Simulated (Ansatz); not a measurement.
```yaml
crystal:
  periodic: [false, false, false]
  atoms:
    - {symbol: Si, position_ang: [-1.313371, 2.037499, -1.674825]}
    - {symbol: O, position_ang: [1.018306, 0.288263, -0.380441]}
    - {symbol: Si, position_ang: [1.536665, -2.030704, 1.673615]}
    - {symbol: H, position_ang: [-3.342182, 0.275877, -3.021123]}
    - {symbol: H, position_ang: [-0.063597, 3.584111, -3.729046]}
    - {symbol: H, position_ang: [-2.421886, 3.474710, 0.154920]}
    - {symbol: H, position_ang: [4.253032, -2.330384, 1.523887]}
    - {symbol: H, position_ang: [0.253222, -4.171157, 1.031300]}
    - {symbol: H, position_ang: [0.927580, -0.817148, 4.129480]}
basis:
  gaussian: {orbitals: "6-31++G**"}
hamiltonian: {xc: {name: CAM-B3LYP}, dispersion: d3bjatm}
accuracy: high
output: {forces: true}
```

```sh
$ ansatz run in.yaml --threads 4 --pin off --events-out ev --progress --plain --max-ram 10444MiB
```

Output, abridged:

```
Functional definition: CAM-B3LYP
  name "CAM-B3LYP"
  cite "Yanai, Tew & Handy, Chem. Phys. Lett. 393, 51 (2004) doi:10.1016/j.cplett.2004.06.011"
  cite "Iikura, Tsuneda, Yanai & Hirao, J. Chem. Phys. 115, 3540 (2001) doi:10.1063/1.1383587"
  cite "Becke, Phys. Rev. A 38, 3098 (1988) doi:10.1103/PhysRevA.38.3098"
  cite "Lee, Yang & Parr, Phys. Rev. B 37, 785 (1988) doi:10.1103/PhysRevB.37.785"
  cite "Vosko, Wilk & Nusair, Can. J. Phys. 58, 1200 (1980) doi:10.1139/p80-159"
  parameter alpha = 0.19
  parameter beta = 0.46
  parameter omega = 0.33/bohr
  parameter ac = 0.81
  # Exact exchange under (alpha + beta erf(omega r))/r, Becke's under what is left of 1/r.
  exchange = (1 - alpha - beta)*b88_x + beta*b88_x_sr(omega) + alpha*exact_x + beta*exact_x_lr(omega)
  correlation = (1 - ac)*vwn5_c + ac*lyp_c
2000 factors; integrals over basis functions are off by at most 4.6e-9 eV
682 factors; integrals over basis functions are off by at most 2.5e-9 eV
mean field evaluation 1: about -17847.4070 eV, gradient 8.4e1 eV
mean field evaluation 2: about -17532.7297 eV, gradient 1.5e2 eV
mean field evaluation 4: about -17833.8522 eV, gradient 1.0e2 eV
mean field evaluation 8: about -17869.4356 eV, gradient 1.2e0 eV
mean field evaluation 16: about -17869.4624 eV, gradient 8.1e-6 eV
mean field -17869.46242956 eV, -656.6906319295 hartree, gradient 5.1e-8 eV, S^2 0.000000; 4 other end points of the search recorded, 0 dependent functions left out
the calculation of the forces begins
reference -17869.46245902 eV, -656.6906330122 hartree; 21, 21 occupied and 80, 80 virtual orbitals, 2000 factors
Total energy: -17869.59452322 eV, -656.6954862823 hartree
Atom 0 at    -1.313371     2.037499    -1.674825 Å, force    -0.149390     0.296386     0.337749 eV/Å
Atom 1 at     1.018306     0.288263    -0.380441 Å, force    -0.732343    -0.357307     0.400727 eV/Å
Atom 2 at     1.536665    -2.030704     1.673615 Å, force     0.092848     0.146194    -0.191404 eV/Å
Atom 3 at    -3.342182     0.275877    -3.021123 Å, force     1.089060     0.939227     0.743019 eV/Å
Atom 4 at    -0.063597     3.584111    -3.729046 Å, force    -0.783124    -0.989785     1.371618 eV/Å
Atom 5 at    -2.421886     3.474710     0.154920 Å, force     1.022909    -1.284656    -1.667589 eV/Å
Atom 6 at     4.253032    -2.330384     1.523887 Å, force    -2.089418     0.208440     0.085771 eV/Å
Atom 7 at     0.253222    -4.171157     1.031300 Å, force     1.159853     1.931483     0.604797 eV/Å
Atom 8 at     0.927580    -0.817148     4.129480 Å, force     0.389603    -0.889981    -1.684686 eV/Å
Dipole moment:    -0.203598    -0.214980     0.241980 e Å
```

In this input the coordinates are in bohr but typed as ångström. The calculation finished and met its thresholds. The result belongs to that input, not to the molecule as meant.
